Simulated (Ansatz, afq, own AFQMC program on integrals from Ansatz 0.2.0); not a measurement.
Two steps: Ansatz 0.2.0 writes the Fock matrix and Cholesky factors of the valence space, and afq projects on them the lowest state that overlaps trial and start.

```yaml
crystal:
  periodic: [false, false, false]
  atoms:
    - {symbol: Re, position_ang: [0.000000, 0.000000, 0.000000]}
basis:
  gaussian: {orbitals: def2-SVP}
magnetization: {spin_polarized: true, initial_magnetization: 5}
correlation: {method: ccsd_t, electrons: outside_noble_gas, hamiltonian_folder: ham}
```

```sh
$ ansatz run in.yaml --threads 1 --pin off --events-out ev --progress --plain --max-ram 24576MiB --backend cuda --devices 0, --max-vram 18GiB
```

Options of the walk:

```
--method free --trial cisd --walkers 4000 --time-step 0.03 --max-blocks 4000 --target-error 0.00019 --factor-cut 1e-05 --seed 2957 --times 0,0.3,0.6,1.2,1.8,2.4,3.6,4.8,6 --taylor-order 8
```

Times are imaginary, in 1/Eh. The walk had a cap of 61 s. Core potentials past Kr, no spin–orbit coupling.

```
orbitals 28  electrons 6 1  factors 205 of 209
reference energy -77.52979368 Eh
CCSD correlation -0.09662505 Eh in 9 cycles, weight of the determinant in the CISD state 0.9342
repeat  energy at the last time / Eh  error
    10  -77.628841  0.000050
    20  -77.628786  0.000034
    30  -77.628773  0.000042
time / (1/Eh)  energy / Eh  error  mean overlap
  0.00  -77.626415  0.000006  1.0704
  0.30  -77.627486  0.000011  1.0715
  0.60  -77.628011  0.000013  1.0710
  1.20  -77.628430  0.000011  1.0721
  1.80  -77.628618  0.000013  1.0720
  2.40  -77.628670  0.000019  1.0742
  3.60  -77.628754  0.000020  1.0757
  4.80  -77.628764  0.000021  1.0791
  6.00  -77.628772  0.000041  1.0826
energy -77.628772 +/- 0.000041 Eh
```

Q: Estimate how long the walk took on 1 × NVIDIA H100 80GB HBM3 with 1 thread of AMD EPYC 7R13 Processor (Zen 3), on a shared host (the card was shared).

A: 35 s of wall time.

The run passed its tests (error under three times the target), which doesn't prove that it has relaxed.

Against this walk (error 1.1 meV) on the same determinant: CCSD(T) 12.3 meV higher, CCSDT(Q) 0.8 meV lower (within the noise), CCSDTQ 0.9 meV lower (within the noise), full CI 0.9 meV lower (within the noise). The error is statistical, and a free projection of finite length keeps a remainder of its start.

Cautions: remainder of the start not in the error; no spin-orbit coupling; outer-core shells of the metal frozen.

CCSDT and higher add their correlation energy to the determinant of the CCSD(T) run, since their own runs factorise the integrals more tightly (a shift of under 2 meV). A walk keeps the symmetry of its determinant, which the program's search chose and which needn't be the lowest solution, so a lower state of the same spin and another symmetry isn't excluded.
